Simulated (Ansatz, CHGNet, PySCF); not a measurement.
**Antifluorite Mg2Si: lattice constant a by level of theory**

No measured value is used here.

```tsv
level (code)	value (Å)
CHGNet 0.3.0	6.363
LDA (Ansatz)	6.260
PBE (Ansatz)	6.365
PBE-D4 (Ansatz)	?
HSE06-D3(BJ) (Ansatz)	6.230
Hartree–Fock (Ansatz)	6.441
MP2 (PySCF)	?
```

Question: What belongs in the gaps?

Answer: 
- PBE-D4 (Ansatz, a program for electronic structure), value (Å): 6.300
- MP2 (PySCF), value (Å): 6.353 ± 0.02

A ± on a computed value is a rough bar: the spread of its extrapolation, a floor set from checks against published values, or a statistical error. PBE-D4: a distance lies near a switch of the dispersion term, which can move the cell. Cutoffs and k meshes differ between the levels. Ansatz's density-functional and Hartree–Fock values are scalar-relativistic unless marked +SOC, with PAW data made under PBE.

Machine-learned potentials (CHGNet 0.3.0) are trained on DFT data: a solid inside that data is no test of them.
